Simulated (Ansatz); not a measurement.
**How methods differ on SiH4O (Si(OH)H3)**

The species is SiH4O (6 atoms), meant as a singlet with charge 0. SMILES: `[H][Si]([H])([H])O`. The shape is that of a GFN2-xTB optimisation.

```xyz
6

Si   -0.0599   -0.1150   -0.4079
O    -0.0595   -0.0919    1.2171
H     0.3273    0.6209    1.7173
H     1.3132   -0.1128   -0.9169
H    -0.7604    1.0584   -0.9332
H    -0.7606   -1.3597   -0.6764
```

Each level gives the energy change with the Si1–O2 bond stretched from 1.625 to 3.250 Å (eV). The values are calculated.

| level | kind | program | value (eV) | less FCI/STO-3G | CPU time (all runs) |
| --- | --- | --- | --- | --- | --- |
| SVWN5/STO-3G (restricted) | LDA | Ansatz | 6.08 | +2.05 | 1.1 s |
| PBE/STO-3G (restricted) | GGA | Ansatz | 5.58 | +1.55 | 1.7 s |
| B3LYP/STO-3G (restricted) | global hybrid | Ansatz | 6.23 | +2.20 | 1.8 s |
| wB97X/STO-3G (restricted) | range-separated hybrid | Ansatz | 7.11 | +3.08 | 7.9 s |
| B2PLYP/STO-3G (restricted) | double hybrid | Ansatz | 5.81 | +1.78 | 3.1 s |
| MP2/STO-3G (restricted) | perturbation theory | Ansatz | 5.60 | +1.57 | 0.32 s |
| CCSD(T)/STO-3G (restricted) | coupled cluster or CI | Ansatz | 3.91 | -0.12 | 0.44 s |
| CCSDT/STO-3G (restricted) | coupled cluster or CI | Ansatz | 4.03 | 0.00 | 0.74 s |
| FCI/STO-3G | exact in the basis | Ansatz | 4.03 | 0.00 | 9.9 s |

FCI/STO-3G is exact within its basis and frozen core, so for wave-function methods in that basis the difference is their error; functionals converge differently with the basis, so for them it is only a difference. The first shape isn't each level's own minimum. The values span 3.91 to 7.11 eV. All rows use very small basis sets, so even the best lies far from the true value. CPU times are rough (shared hosts, several kinds of processor): they show what a rung costs within a factor of a few.
